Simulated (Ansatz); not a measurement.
Species: F₂, net charge 0, singlet state. 
Structure (B3LYP-D3(BJ)/def2-TZVP (Ansatz, a quantum-chemistry and plane-wave program) minimum search):
```
F
F 1 1.3965
```
Charge 0, spin multiplicity 1.

### Question
Give the harmonic wavenumbers at B3LYP-D3(BJ)/def2-TZVP (Ansatz, finite differences of forces, unscaled).

### Answer
1049 cm⁻¹. Zero-point energy 1.5 kcal/mol.

### Question
From these and the geometry, give the ideal-gas thermochemistry at 298.15 K and 1 atm (rigid rotor, harmonic oscillator).

### Answer
Point group D∞h, rotational symmetry number 2. Rotational constants 27.28, 27.28 GHz. S(trans) 36.83, S(rot) 11.40, S(vib) 0.08, S(elec, spin only) 0.00, S 48.3 cal/(mol K). H(298) - H(0) 2.09 kcal/mol; G - E(el) -10.8 kcal/mol. Tabulated S at 1 bar: 48.5 cal/(mol K) (CRC Handbook, as tabulated in the package chemicals).
